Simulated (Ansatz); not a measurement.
# NaS+ (quintet): from Hartree-Fock to the top rungs, cc-pVDZ

One table from this session's results is given with a row withheld; the runs are named, their logs left out.

The runs use Ansatz 0.2.0, Gaussian basis; cc-pVDZ, core rule «outside noble gas», up to 10 orbitals frozen.

Plan: UHF; CCSD(T) on ROHF; CCSD(T) on UHF; BCCD(T) on ROHF; CISD; CCSDT(Q) on ROHF; CCSDT(Q) on UHF; CISDTQ; Full CI.

17 further runs of the same task are left out: 6 for a known fault of the program, 4 that didn't finish, 7 set aside as unsound or not needed.

### What is computed

The geometry is a PBE0/def2-TZVP stationary point (not a proven minimum) of the parent state, kept for this charge and spin.

2 atoms, charge 1, spin multiplicity 5.

Atoms are counted from 1 here; the program's logs count them from 0.

Bond lengths: S1–Na2 2.856 Å.

Set-up of the first run:

in.yaml reads:

```yaml
crystal:
  periodic: [false, false, false]
  atoms:
    - {symbol: S, position_ang: [0.000000, 0.000000, 0.000000]}
    - {symbol: Na, position_ang: [0.000000, 0.000000, 2.855900]}
basis:
  gaussian: {orbitals: cc-pVDZ}
total_charge: 1
magnetization: {spin_polarized: true, initial_magnetization: 4}
hamiltonian: {xc: hf}
output: {orbitals: {seedname: orbitals}}
```

The run is started by

```sh
> ansatz run in.yaml --threads 1 --pin off --events-out ev --progress --plain --max-ram 2393MiB
```

Steps of the session up to this table: UHF; CCSD(T) on ROHF; CCSD(T) on UHF; BCCD(T) on ROHF; CISD; CCSDT(Q) on ROHF; CCSDT(Q) on UHF; CISDTQ; Full CI.

One table of the session follows, with a row left open; its other results are not shown here.

It belongs to the step «Misses and costs». 

| method | from FCI (meV) |
| --- | --- |
| ROHF | +2524.6 |
| UHF | +2514.6 |
| RMP2 | +554.0 |
| UMP2 | +550.0 |
| CISD | +67.1 |
| RCCSD | +39.9 |
| UCCSD | +38.8 |
| RCCSD(T) | +9.9 |
| UCCSD(T) | +8.6 |
| BCCD(T) | +10.0 |
| RCCSDT | +2.6 |
| UCCSDT | +1.4 |
| CISDTQ | +0.3 |
| RCCSDT(Q) | +0.1 |
| UCCSDT(Q) | ? |
| FCI | 0 |

**Question.** Estimate the row for UCCSDT(Q).

The run gave: from FCI (meV): -1.1. In the column «from FCI (meV)» it is the lowest.

Limits of these values: Levels on UHF freeze UHF's core orbitals, full CI those of ROHF, so the U rows can settle a little off it for that reason alone. Restricted and unrestricted rows rest on different reference determinants; where their highest levels disagree by more than a few hundredths of an eV, they describe different states and don't form one ladder.
